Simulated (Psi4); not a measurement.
Pair of molecules, SMILES c1ccccc1 with SMILES O (the first has 12 atoms); geometry from S66by8 set.
(charge 0, multiplicity 1):
```tsv
atom	x (Å)	y (Å)	z (Å)
C	0.9107	-0.5953	-1.2076
H	1.0268	-1.1230	-2.1441
C	0.6085	0.7656	-1.2079
H	0.4875	1.2928	-2.1441
C	0.4579	1.4465	0.0000
H	0.2220	2.5017	0.0000
C	0.6085	0.7656	1.2079
H	0.4875	1.2928	2.1441
C	0.9107	-0.5953	1.2076
H	1.0268	-1.1230	2.1441
C	1.0622	-1.2754	0.0000
H	1.2991	-2.3306	0.0000
O	-3.3507	-0.3374	0.0000
H	-3.1859	-1.2822	0.0000
H	-2.4634	0.0342	0.0000
```

Computed with SAPT0/jun-cc-pV(D+d)Z (Psi4).

Problem. Give the four SAPT terms and the total, and say what mostly holds the pair together.

Solution. electrostatics -7.2, exchange 1.4, induction -0.9, dispersion -2.9, total -9.6 kJ/mol; the largest attraction is electrostatics.
